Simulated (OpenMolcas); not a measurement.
## Predicting a hybrid from its neighbours: BH2Cl

The species is BH2Cl (4 atoms), meant as a singlet with charge 0. As SMILES, `BCl`. Geometry: relaxed at PBE0-D4/def2-TZVP.

The vertical ionisation energy (to the doublet cation) y, in eV, basis def2-TZVP; a is the functional's share of exact exchange. Programs: OpenMolcas 26.06.

```
functional     program     a  y (eV)
      TPSS  OpenMolcas     0   11.14
      BLYP  OpenMolcas     0   10.94
     B3LYP  OpenMolcas   0.2       ?
      PBE0  OpenMolcas  0.25   11.31
     BHLYP  OpenMolcas   0.5   11.41
```

**Question.** Fit y = c + s·a to the known rows and predict B3LYP.

**Answer.** 
1. Means of the 4 rows: a = 0.1875, y = 11.200.
2. Σ(Δa)² = 0.17188, Σ(Δa·Δy) = 0.1325, so the slope is 0.1325/0.17188 = 0.77089.
3. Intercept: 11.200 − (0.77089) × 0.1875 = 11.055. The largest residual of the fit is 0.12.
4. B3LYP: 11.055 + (0.77089) × 0.2 = 11.21 eV.

The run gave 11.32 eV, so the prediction is off by -0.11 eV, within the largest residual. The rows mix families of semi-local functionals, which the line can't see.
